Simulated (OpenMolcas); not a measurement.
**[B2H5]− (SMILES B[BH3-]) at HF/cc-pVTZ (RICD fitting)**

Aim: the electrostatic solvation energy at fixed shape (PCM, water) of [B2H5]− at HF/cc-pVTZ (RICD fitting), from 2 runs. 

The results are computed with OpenMolcas 26.06.

5 further runs of the same task are left out: 1 that didn't finish, 4 set aside as unsound or not needed.

## (1) The structure to begin with

[B2H5]−: 7 atoms, total charge -1, spin state singlet. As SMILES, `B[BH3-]`. Geometry: relaxed at GFN2-xTB.

Bond lengths: B1–B2 1.680 Å, B1–H3 1.204 Å, B1–H4 1.203 Å, B2–H5 1.241 Å, B2–H6 1.241 Å, B2–H7 1.240 Å. Angles: B1–B2–H5 110.6°, B1–B2–H6 110.4°, B1–B2–H7 115.9°, B2–B1–H3 126.5°, B2–B1–H4 123.5°, H5–B2–H6 105.3°, H5–B2–H7 107.0°, H6–B2–H7 107.0°, H3–B1–H4 110.0°.

## (2) Energy and forces at HF/cc-pVTZ (RICD fitting)

The input, calc.inp:

```
>>> EXPORT MOLCAS_PRINT=2

&GATEWAY
 Coord
 7
 angstrom
 B        0.210010      -0.813600       0.474350
 B       -0.119910       0.613520      -0.349380
 H        1.262150      -1.128320       0.968990
 H       -0.606320      -1.678230       0.657480
 H       -0.531530       0.371570      -1.495060
 H       -1.042200       1.230100       0.207460
 H        0.827810       1.404960      -0.463840
 Basis
 cc-pVTZ
 Group
 NoSym
 RICD

&SEWARD

&SCF
 Charge
 -1
 PrOrbitals
 1 2

&ALASKA
```

Launch:

```console
$ export MOLCAS_MEM=1860
$ pymolcas calc.inp > calc.log
```

The log of the run:

```text
--- Start Module: gateway ---
[...]
--- Stop Module: gateway /rc=_RC_ALL_IS_WELL_ ---
[...]
      Basis functions          130
[...]
--- Start Module: scf ---
[...]
       Convergence after  13 Iterations
[...]
::    Total SCF energy                                -52.2349478822
[...]
      Total spin, S                                     0.0000000000
[...]
      Total electronic charge=   16.000000
      Total            charge=   -1.000000
[...]
      Dipole Moment (debye):
      Origin of the operator (angstrom)=    0.0333   -0.0740    0.0462
                   X=  5.2757E-01               Y= -2.3176E+00               Z=  1.3306E+00           Total=  2.7239E+00
      Center of Charge (angstrom)
[...]
--- Stop Module: scf /rc=_RC_ALL_IS_WELL_ ---
[...]
--- Start Module: alaska ---
[...]
 *              Molecular gradients               *
 **************************************************
  Irreducible representation: a
 ------------------------------------------------------------------------------------------
                              X                       Y                       Z
 ------------------------------------------------------------------------------------------
  B1               -7.65238437722360E-04    2.29003243318404E-03   -1.90762236276598E-03
  B2                1.36065678805031E-04   -1.48687038433293E-02    7.98126024766499E-03
  H3               -6.51268784274039E-03    1.64278845454691E-03   -2.77426827209959E-03
  H4                5.81975860988759E-03    5.01112055765196E-03   -5.54768712705656E-04
  H5                1.20369437043849E-03    3.56136183510988E-03    1.34172849453384E-03
  H6                2.43196484880781E-03    1.54242907835234E-03   -2.94158792558030E-03
  H7               -2.31355722748505E-03    8.20971484481348E-04   -1.14474146904764E-03
 ------------------------------------------------------------------------------------------
--- Stop Module: alaska /rc=_RC_ALL_IS_WELL_ ---
[...]
```

Run time: 6.3 s. Hardware: 1 thread of Intel Xeon 6975P-C (Granite Rapids), shared host; peak memory 0.21 GiB.

## (3) Energy and gradient at HF/cc-pVTZ (RICD fitting, PCM water)

The input, calc.inp:

```
&GATEWAY
  Coord
  7
  angstrom
  B        0.210010      -0.813600       0.474350
  B       -0.119910       0.613520      -0.349380
  H        1.262150      -1.128320       0.968990
  H       -0.606320      -1.678230       0.657480
  H       -0.531530       0.371570      -1.495060
  H       -1.042200       1.230100       0.207460
  H        0.827810       1.404960      -0.463840
  Basis = cc-pVTZ
  Group = NoSym
  RICD
  RF-Input
  PCM-Model
  Solvent=water
  End of RF-Input

&SEWARD

&SCF
  Charge = -1
  PrOrbitals = 1 2

&ALASKA
```

Launch:

```console
$ export MOLCAS_MEM=1860
$ pymolcas calc.inp > calc.log
```

The log of the run:

```text
--- Start Module: gateway ---
[...]
--- Stop Module: gateway /rc=_RC_ALL_IS_WELL_ ---
[...]
      Basis functions          130
[...]
--- Start Module: scf ---
[...]
       Convergence after  13 Iterations
[...]
::    Total SCF energy                                -52.3321522139
[...]
      Total spin, S                                     0.0000000000
[...]
      Total electronic charge=   16.000000
      Total            charge=   -1.000000
[...]
      Dipole Moment (debye):
      Origin of the operator (angstrom)=    0.0333   -0.0740    0.0462
                   X=  6.9309E-01               Y= -3.0862E+00               Z=  1.7789E+00           Total=  3.6289E+00
      Center of Charge (angstrom)
[...]
--- Stop Module: scf /rc=_RC_ALL_IS_WELL_ ---
[...]
--- Start Module: alaska ---
[...]
 *              Molecular gradients               *
 **************************************************
  Irreducible representation: a
 ------------------------------------------------------------------------------------------
                              X                       Y                       Z
 ------------------------------------------------------------------------------------------
  B1               -1.98747753020023E-03    6.73004826555790E-03   -4.31110142764080E-03
  B2                1.53379154877092E-03   -8.14911047961830E-03    4.98264961499151E-03
  H3               -4.94987529184798E-03   -5.45392548678358E-04   -1.45116276881252E-03
  H4                4.36574209576146E-03    1.89843267678769E-03    1.02619672033732E-04
  H5               -2.42902320695015E-04    1.60040271012576E-03   -1.30059070138921E-03
  H6               -4.17566411555548E-04    1.93923227733961E-03   -9.72247058156905E-04
  H7                8.22892082630311E-05    1.76773770390759E-03   -8.29930179781446E-04
 ------------------------------------------------------------------------------------------
--- Stop Module: alaska /rc=_RC_ALL_IS_WELL_ ---
[...]
```

Wall time 9 s (1 thread of Intel Xeon 6975P-C (Granite Rapids), shared host); peak memory 0.21 GiB.

## (4) Outcome

Level: HF/cc-pVTZ (RICD fitting).

```
                                                         quantity         value
                                          gas phase: total energy  -52.23495 Eh
                                           gas phase: HOMO energy      -4.56 eV
                                           gas phase: LUMO energy       7.35 eV
 gas phase: HOMO–LUMO gap (to an unbound level, set by the basis)      11.91 eV
                              gas phase: largest force on an atom    0.868 eV/Å
                                         PCM, water: total energy  -52.33215 Eh
                                          PCM, water: HOMO energy      -9.73 eV
                                          PCM, water: LUMO energy       2.84 eV
PCM, water: HOMO–LUMO gap (to an unbound level, set by the basis)      12.57 eV
                 energy change from gas to solvent at fixed shape     -2.645 eV
```

What this shows: The solvent model (PCM, water) lowers the energy by 2.65 eV (−255 kJ/mol) at the same shape. It holds the electrostatic part alone, without cavity or dispersion terms. The largest force (gas phase) is 0.87 eV/Å: the shape isn't a stationary point for this species at this level.
